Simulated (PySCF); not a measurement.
Property card for CH3CH2CHFCH3 (`[C@H](C)(CC)F`)

CH3CH2CHFCH3, C4H9F.
Structure used (GFN2-xTB), in Å, numbered top down from 1:
```
atom  x, y, z in Å
C1     1.9098   -0.2504   -0.2572
C2     0.6268    0.3231    0.3328
C3    -0.6183   -0.2905   -0.3021
C4    -1.9097    0.3251    0.2151
F5    -0.6394   -1.6485   -0.0187
H6     1.9836   -0.0168   -1.3173
H7     1.9226   -1.3312   -0.1404
H8     2.7777    0.1641    0.2490
H9     0.5917    1.4029    0.1800
H10    0.5980    0.1272    1.4067
H11   -0.5667   -0.2249   -1.3974
H12   -1.9586    1.3738   -0.0635
H13   -2.7658   -0.1952   -0.2079
H14   -1.9523    0.2408    1.2987
```

GFN2-xTB geometry:

| Quantity | Value |
| --- | --- |
| Point group of the GFN2-xTB geometry | C1 |
| Rotational constants A, B, C of the GFN2-xTB geometry | 8.176, 3.475, 2.698 GHz |

From CAM-B3LYP/def2-SVPD ground state and vertical TDDFT (core frozen in the response) (PySCF):

| Item | Value |
| --- | --- |
| Dipole moment | 1.93 D |
| HOMO energy | -10.51 eV |
| LUMO energy | 1.41 eV |
| HOMO–LUMO gap | 11.92 eV |
| Lowest singlet excitation | 8.91 eV (139 nm, f = 0.003) |
| Strongest line among the 8 lowest singlet transitions | S6 at 9.82 eV (126 nm, f = 0.117) |
| Lowest triplet excitation (Tamm–Dancoff) | 8.68 eV |
| Static isotropic polarisability | 51.5 au |
| Electronic spatial extent ⟨r²⟩ about the centre of nuclear charge | 506 bohr² |

Monoisotopic mass from the formula: 76.0688 u.

In wavenumbers S1 is 71800 cm⁻¹ (1 eV = 8065.54 cm⁻¹). The principal polarisabilities are 47.4, 49.0 and 58.2 au; their mean is the isotropic value. No computed singlet falls in the visible range (750 to 380 nm, 1.65 to 3.26 eV); S1 lies 5.65 eV above its blue end.

Isolated species at its GFN2-xTB geometry (one conformer only).
